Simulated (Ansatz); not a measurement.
Grey tin (α-Sn) was calculated with r²SCAN0 (PAW; Ansatz, a first-principles code).

Run with plane-wave cutoff 520 eV, 8×8×8 k mesh, Fermi–Dirac smearing 0.01 eV, scalar-relativistic PAW data made under PBE.

Cell (measured lattice):

```cif
data_Sn2
_chemical_formula_sum 'Sn2'
_space_group_name_H-M_alt 'P 1'
_space_group_IT_number 1
_cell_length_a 4.58417
_cell_length_b 4.58417
_cell_length_c 4.58417
_cell_angle_alpha 60.000
_cell_angle_beta 60.000
_cell_angle_gamma 60.000
loop_
_space_group_symop_operation_xyz
  'x, y, z'
loop_
_atom_site_label
_atom_site_type_symbol
_atom_site_fract_x
_atom_site_fract_y
_atom_site_fract_z
_atom_site_occupancy
Sn1 Sn 0.00000 0.00000 0.00000 1
Sn2 Sn 0.25000 0.25000 0.25000 1
```

Problem. What does this level give for the band gap and width of the whole s-p valence band?

Solution. 
band gap: 0.54 eV (on the SCF k mesh)
width of the whole s-p valence band: 12.31 eV

Measured, for comparison: band gap 0 eV (temperature not stated, not corrected to a static lattice; as tabulated in Das et al. (2018), arXiv:1807.05623).

Note: cell and atoms aren't relaxed at this level (pressure 0.5 GPa).

Spin–orbit coupling is not included.

The computed numbers hold no vibrational or temperature effects.
